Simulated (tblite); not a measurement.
C₅H₉P.
Numbering: `[CH2:1]=[CH:2][PH:3][CH:4]1[CH2:5][CH2:6]1` (hydrogens: H7, H8 on C1; H9 on C2; H10 on P3; H11 on C4; H12, H13 on C5; H14, H15 on C6)

The geometry is computed with GFN2-xTB (gas phase).

Problem. List the bond lengths, angles and torsions at this level.

Solution. 
```tsv
bond	length (bohr)
C1=C2	2.501
C2–P3	3.433
P3–C4	3.480
C4–C5, C4–C6	2.839
C5–C6	2.820
C1–H7	2.038
C1–H8	2.038
C2–H9	2.050
P3–H10	2.649
C4–H11	2.052
C5–H12, C6–H14	2.041
C5–H13, C6–H15	2.042
```

Bonds in one row agree within 0.02 bohr and their mean is given. A selection of angles:
```tsv
angle	degrees
C2–C1–H7	122.0
C2–C1–H8	121.7
H7–C1–H8	116.2
C1–C2–P3	125.3
C1–C2–H9	120.7
P3–C2–H9	113.9
C2–P3–C4	97.2
C2–P3–H10	95.8
C4–P3–H10	95.8
P3–C4–C5	118.0
P3–C4–C6	118.5
P3–C4–H11	114.9
C5–C4–C6	59.5
C5–C4–H11	117.3
C4–C5–C6	60.2
C4–C5–H12	118.2
C4–C5–H13	118.0
C6–C5–H12	118.8
C6–C5–H13	117.8
H12–C5–H13	113.8
```

Torsions: C1–C2–P3–C4 121° (anticlinal); C2–P3–C4–C5 96° (anticlinal); P3–C4–C5–C6 108° (anticlinal); P3–C4–C6–C5 -108° (anticlinal). The mirror-image conformer, all signs reversed, is as good.

P3 (phosphine phosphorus) is pyramidal (angles 97.2°, 95.8° and 95.8°, sum 288.8°, 0.84 Å off the plane of its three neighbours). The C–P distances run from 1.816 Å (C2–P3, drawn single) to 1.842 Å (P3–C4, drawn single), a spread of 0.026 Å. Of the pairs four or more bonds apart, H8···H10 is among the closest relative to their van der Waals radii: 2.50 Å, 104 % of the sum of Bondi's values. The C–C distances run from 1.323 Å (C1=C2, drawn double) to 1.503 Å (C4–C5, drawn single), a spread of 0.180 Å. The 3-membered ring C4–C5–C6 has internal angles of 59.5° to 60.3°.

Point group: C1 (no symmetry element, even within 0.4 Å). Its GFN2-xTB frequencies are all real (lowest 46 cm⁻¹). One conformer, not necessarily the lowest. 3 starts were optimised and ended at 0.00, 1.62 and 2.14 kcal/mol (GFN2-xTB); the lowest of these is shown.
